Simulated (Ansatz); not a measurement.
**AlBH (quartet): from Hartree-Fock to the top rungs at scale of all distances = 2.430, 6-31G**

How much of the correlation energy of AlBH (quartet) does each wave-function method recover here?

Method: 6-31G, core rule «outside noble gas», up to 6 orbitals frozen; program: Ansatz 0.2.0, Gaussian basis.

The runs, in order: UHF; CCSD(T) on ROHF; CCSD(T) on UHF; BCCD(T) on ROHF; CISD as a restricted active space (open shells left free, so some higher excitations enter); CCSDT(Q) on ROHF; CCSDT(Q) on UHF; CISDTQ; CCSDTQ on ROHF; CCSDTQ on UHF; CASSCF and MRCISD+Q, 5 electrons in 5 orbitals; CASSCF and NEVPT2, 5 electrons in 5 orbitals; CASSCF and MRCISD+Q, 7 electrons in 9 orbitals; CASSCF and NEVPT2, 7 electrons in 9 orbitals; Full CI.

20 further runs of the same task are left out: 13 that didn't finish, 7 set aside as unsound or not needed. Runs told in other sessions of the task aren't counted.

### 1 What is computed

The geometry derives from a PBE0/def2-TZVP stationary point (not a proven minimum). All distances are scaled together.

3 atoms, charge 0, spin multiplicity 4.

Atoms are counted from 1 here; the program's logs count them from 0.

No contacts short enough for the rule that draws bonds.

### 2 UHF

Contents of in.yaml:

```yaml
crystal:
  periodic: [false, false, false]
  atoms:
    - {symbol: B, position_ang: [0.000000, 0.000000, 4.415310]}
    - {symbol: Al, position_ang: [0.000000, 0.000000, -0.291600]}
    - {symbol: H, position_ang: [0.000000, 0.000000, -4.123710]}
basis:
  gaussian: {orbitals: 6-31G}
magnetization: {spin_polarized: true, initial_magnetization: 3}
hamiltonian: {xc: hf}
output: {orbitals: {seedname: orbitals}}
```

Started as:

```console
ansatz run in.yaml --threads 1 --pin off --events-out ev --progress --plain --max-ram 2393MiB
```

Further steps of the session: CCSD(T) on ROHF; CCSD(T) on UHF; BCCD(T) on ROHF; CISD as a restricted active space (open shells left free, so some higher excitations enter); CCSDT(Q) on ROHF; CCSDT(Q) on UHF; CISDTQ; CCSDTQ on ROHF; CCSDTQ on UHF; CASSCF and MRCISD+Q, 5 electrons in 5 orbitals; CASSCF and NEVPT2, 5 electrons in 5 orbitals; CASSCF and MRCISD+Q, 7 electrons in 9 orbitals; CASSCF and NEVPT2, 7 electrons in 9 orbitals; Full CI.

Q: Predict the results of all the runs planned. Wanted: FCI from the RHF energy; RMP2 from FCI; UMP2 from FCI; RCCSD from FCI; RCCSD(T) from FCI; UCCSD(T) from FCI; RCCSDT(Q) from FCI; UCCSDT(Q) from FCI; NEVPT2 pair from FCI.

The runs gave:

| quantity | value |
| --- | --- |
| FCI from the ROHF energy | -1.9840 eV |
| RMP2 from FCI | +85.3 kJ/mol |
| UMP2 from FCI | +85.2 kJ/mol |
| RCCSD from FCI | +2.9 kJ/mol |
| RCCSD(T) from FCI | +1.6 kJ/mol |
| UCCSD(T) from FCI | +1.5 kJ/mol |
| RCCSDT(Q) from FCI | +0.1 kJ/mol |
| UCCSDT(Q) from FCI | +0.1 kJ/mol |
| NEVPT2 pair from FCI | +70.5 kJ/mol |
| NEVPT2 valence from FCI | +17.3 kJ/mol |
| MRCISD+Q valence from FCI | +0.8 kJ/mol |
| levels within 1 kcal/mol (43 meV) | RCCSD, UCCSD, RCCSD(T), UCCSD(T), BCCD(T), RCCSDT, UCCSDT, CISDTQ, RCCSDT(Q), UCCSDT(Q), RCCSDTQ, UCCSDTQ, MRCISD valence, MRCISD+Q valence |
| T1 diagnostic | 0.009 |
| effectively unpaired electrons | 3.18 |

**Reading.** RCCSD(T) lands +1.6 kJ/mol from the yardstick (0.8 % of the correlation energy). One determinant dominates. Of the multireference levels listed MRCISD+Q valence comes nearest in total energy (+0.8 kJ/mol), which doesn't show that its space is the better one. These misses are within one basis, not against nature; the frozen cores of restricted and unrestricted runs differ, which can shift their rows.

Levels on UHF freeze UHF's core orbitals, full CI those of ROHF, so the U rows can settle a little off it for that reason alone.

With open shells the CI space here admits some higher excitations, so it is larger than plain CISD.
